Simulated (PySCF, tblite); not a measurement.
# C₄H₄O₂: circular dichroism and optical rotation

Aim: compute the circular dichroism and optical rotation of C₄H₄O₂ (`O=c1cc1CO`).

Computed with tblite 0.8.0 and PySCF 2.14.0 and routines of our own; the level stands in each step. Atoms count from 0.

## Step 1: The system as given

10 atoms, charge 0, multiplicity 1; geometry from: force field or distance geometry start.

## Step 2: Relaxing the molecule with GFN2-xTB, one coordinate held

Job settings and geometry (Å):

```
{"job": {"kind": "relax", "xc": "GFN2-xTB", "basis": "xTB"}, "charge": 0, "multiplicity": 1}
O      2.404300    -1.496300    -0.418800
C      1.653800    -0.584200    -0.396200
C      1.340400     0.768300    -0.604800
C      0.405900    -0.012400    -0.103300
C     -0.903800    -0.296800     0.431600
O     -1.674600     0.899400     0.392000
H      1.583400     1.743800    -0.936800
H     -0.841500    -0.642900     1.462500
H     -1.407600    -1.053800    -0.179500
H     -2.551500     0.679500     0.755500
```

Run with:

```console
$ OMP_NUM_THREADS=1 python excited_run.py task.json out
```

This one command runs all jobs of the session in turn.

Standard output:

```text
step      E/eV     max force
  0    -506.57967    2.500
  1    -506.62006    2.956
  2    -506.69431    1.150
  3    -506.69848    1.521
  4    -506.71623    0.280
  5    -506.72206    0.289
  6    -506.72831    0.275
  7    -506.73074    0.172
  8    -506.73207    0.115
  9    -506.73276    0.118
 10    -506.73367    0.109
 11    -506.73465    0.130
 12    -506.73560    0.105
 13    -506.73652    0.129
 14    -506.73768    0.129
 15    -506.73908    0.142
 16    -506.74045    0.123
 17    -506.74143    0.079
 18    -506.74209    0.073
 19    -506.74276    0.075
 20    -506.74346    0.071
 21    -506.74388    0.051
 22    -506.74408    0.042
 23    -506.74424    0.040
 24    -506.74440    0.040
 25    -506.74453    0.030
 26    -506.74457    0.010
 27    -506.74458    0.005
```

Wall time 0.24 s (1 thread of Arm Neoverse N1, shared host).

One coordinate is held by a constraint (a dihedral, as typed in the start), so the force along it need not vanish.

The steps of the relaxation:

```csv
step,energy from step 0 (eV),largest force (eV/Å)
0,0.0000,2.5003
1,-0.0404,2.9560
2,-0.1146,1.1496
3,-0.1188,1.5213
4,-0.1366,0.2802
5,-0.1424,0.2891
6,-0.1486,0.2747
7,-0.1511,0.1717
8,-0.1524,0.1150
9,-0.1531,0.1181
10,-0.1540,0.1090
11,-0.1550,0.1298
12,-0.1559,0.1051
13,-0.1568,0.1293
14,-0.1580,0.1288
15,-0.1594,0.1416
16,-0.1608,0.1228
17,-0.1618,0.0785
18,-0.1624,0.0734
19,-0.1631,0.0754
20,-0.1638,0.0711
21,-0.1642,0.0514
22,-0.1644,0.0418
23,-0.1646,0.0400
24,-0.1647,0.0399
25,-0.1649,0.0302
26,-0.1649,0.0105
27,-0.1649,0.0051
```

Close pairs (by a distance rule), those that changed most:

```csv
bond,before (Å),after (Å),change (Å)
C2–C3,1.317,1.355,+0.038
C1–C3,1.404,1.437,+0.034
C3–C4,1.443,1.468,+0.025
C1–C2,1.404,1.422,+0.019
C4–O5,1.424,1.410,-0.014
C4–H7,1.089,1.102,+0.013
O5–H9,0.974,0.963,-0.012
O0–C1,1.181,1.192,+0.011
```

The final coordinates are the input of the step that follows.

## Step 3: Circular dichroism and optical rotation: TDDFT wB97X-D/def2-SVPD

Job settings and geometry (Å):

```
{"job": {"kind": "ecd", "xc": "wB97X-D", "basis": "def2-SVPD", "nstates": 12}, "charge": 0, "multiplicity": 1}
O      2.527264    -1.482402    -0.467287
C      1.730617    -0.597303    -0.410433
C      1.315381     0.749957    -0.599561
C      0.418134    -0.118257    -0.074105
C     -0.945803    -0.292926     0.440840
O     -1.650554     0.926432     0.382329
H      1.475130     1.758848    -0.905269
H     -0.876693    -0.666471     1.475693
H     -1.442038    -1.071716    -0.161223
H     -2.542700     0.798386     0.720758
```

With the program's defaults for keys left out, this is: TDDFT wB97X-D/def2-SVPD circular dichroism and optical rotation, one conformer, gas phase.

Standard output:

```text
coarse grid: 9000 points
cycle   1  E = -304.6218089293  dE =  1.357e+00  |g| = 9.608e-01  |ddm| = 4.590e+00
cycle   2  E = -304.4249363630  dE =  1.969e-01  |g| = 1.449e+00  |ddm| = 2.701e+00
cycle   3  E = -304.8129319597  dE = -3.880e-01  |g| = 1.201e-01  |ddm| = 1.587e+00
cycle   4  E = -304.8150021811  dE = -2.070e-03  |g| = 6.958e-02  |ddm| = 2.025e-01
cycle   5  E = -304.8159040835  dE = -9.019e-04  |g| = 1.014e-02  |ddm| = 8.462e-02
cycle   6  E = -304.8159333906  dE = -2.931e-05  |g| = 3.398e-03  |ddm| = 2.918e-02
cycle   7  E = -304.8159375058  dE = -4.115e-06  |g| = 1.267e-03  |ddm| = 1.248e-02
final grid: 88736 points
cycle   8  E = -304.8704667159  dE = -7.833e-05  |g| = 3.249e-03  |ddm| = 1.193e-01
cycle   9  E = -304.8704692448  dE = -2.529e-06  |g| = 2.424e-03  |ddm| = 1.554e-02
cycle  10  E = -304.8704705117  dE = -1.267e-06  |g| = 7.348e-04  |ddm| = 4.542e-03
cycle  11  E = -304.8704706701  dE = -1.584e-07  |g| = 3.181e-04  |ddm| = 2.050e-03
cycle  12  E = -304.8704706959  dE = -2.580e-08  |g| = 1.015e-04  |ddm| = 5.973e-04
cycle  13  E = -304.8704706993  dE = -3.355e-09  |g| = 4.242e-05  |ddm| = 3.020e-04
cycle  14  E = -304.8704706998  dE = -5.867e-10  |g| = 1.050e-05  |ddm| = 1.189e-04
converged SCF energy = -304.8704706998

Singlet excitations and rotatory strengths (1e-40 esu^2 cm^2)
state   eV       nm     f(len)   f(vel)    R(len)    R(vel)   main configurations
  1   4.6638   265.8  0.00053  0.00078    -0.011    -0.009   H->L 0.98
  2   5.7447   215.8  0.00007  0.00009     0.003     0.005   H->L+3 0.96
  3   6.7400   184.0  0.05223  0.05003     0.030     0.030   H-1->L 0.52, H->L+1 0.22, H->L+2 0.17
  4   6.7890   182.6  0.06152  0.05835    -0.023    -0.022   H-1->L 0.43, H->L+2 0.30, H->L+1 0.21
  5   7.4161   167.2  0.00377  0.00424    -0.279    -0.278   H-2->L+1 0.54, H-1->L+1 0.39
  6   7.5083   165.1  0.01745  0.01703     0.025     0.028   H-2->L 0.94
  7   7.5740   163.7  0.02740  0.02750     0.229     0.226   H->L+1 0.39, H->L+2 0.39
  8   7.7540   159.9  0.00018  0.00016    -0.005    -0.005   H-3->L 0.73, H-4->L 0.21
  9   8.0023   154.9  0.01655  0.01574    -0.149    -0.144   H->L+4 0.72, H->L+1 0.10
 10   8.1457   152.2  0.00018  0.00000    -0.355    -0.333   H-1->L+2 0.49, H-1->L+1 0.24, H-2->L+1 0.16
 11   8.4203   147.2  0.08039  0.07647     0.464     0.438   H-1->L+3 0.59, H->L+6 0.20
 12   8.7991   140.9  0.02350  0.02296    -5.932    -5.833   H->L+5 0.59, H->L+9 0.30

Specific rotation (deg / (dm g/mL))
    nm     length   length(OI)   velocity    alpha(len)  alpha(vel)
  633.0      -0.28      -0.28      -0.15       53.476     53.021
  589.3      -0.34      -0.34      -0.19       53.669     53.213
  546.0      -0.42      -0.41      -0.23       53.912     53.453
  436.0      -0.83      -0.82      -0.49       54.927     54.459
  405.0      -1.07      -1.06      -0.65       55.396     54.923
  365.0      -1.61      -1.60      -1.02       56.222     55.742
  355.0      -1.82      -1.81      -1.17       56.483     56.001
```

It took 45 s on 1 thread of Arm Neoverse N1, shared host; peak memory 0.65 GiB.

## Step 4: Results

```
                                                                                     quantity                                                        value
state of largest rotatory strength (velocity form) among 12 (step 3, TDDFT wB97X-D/def2-SVPD)  8.80 eV, R = -5.8 (velocity), -5.9 (length) ·10⁻⁴⁰ esu² cm²
                              specific rotation at 633.0 nm (step 3, TDDFT wB97X-D/def2-SVPD)                               -0.1 (velocity), -0.3 (length)
```

What this shows: The geometry is achiral, so these rotations and rotatory strengths are numerical residue. The length form depends on the origin in a finite basis.
